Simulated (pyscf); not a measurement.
Thermochemistry of product channels of H₃Si–O–SnH₃ + HF on the singlet surface, in kcal/mol, from CCSD(T)/def2-TZVPP + ΔMP2(QZVPP) energies (ideal gas, 1 atm, RRHO with modes under 100 cm⁻¹ raised to 100, one conformer, R ln 2 for chiral ones without a mode under 150 cm⁻¹). Structures and frequencies: ωB97X-D3(BJ)/def2-SVP in PySCF. MP2 and CC: frozen core, UHF for open shells. ΔMP2 is the change of the MP2 total energy from the triple- to the quadruple-zeta basis.

```json
[
 {"products": "HO–SiH₃ + F–SnH₃", "ΔE": "-3.2", "ΔH(298 K)": "-3.1", "ΔG(600 K)": "-3.8", "ΔG(900 K)": "-3.8"},
 {"products": "F–SiH₃ + HO–SnH₃", "ΔE": "-4.5", "ΔH(298 K)": "-4.3", "ΔG(600 K)": "-5.4", "ΔG(900 K)": "-5.6"}
]
```

These are energies of the channels, which say nothing of barriers. The CCSD(T) − MP2 part came from Ansatz, without density fitting, on the same reference. The frozen core leaves the outer d or s,p core shells of the metals and heavy elements correlated in the MP2 and CC values, and def2-TZVPP describes them poorly, which can shift differences by a few kcal/mol. Elements past Kr carry the def2 core potentials, without spin-orbit coupling.
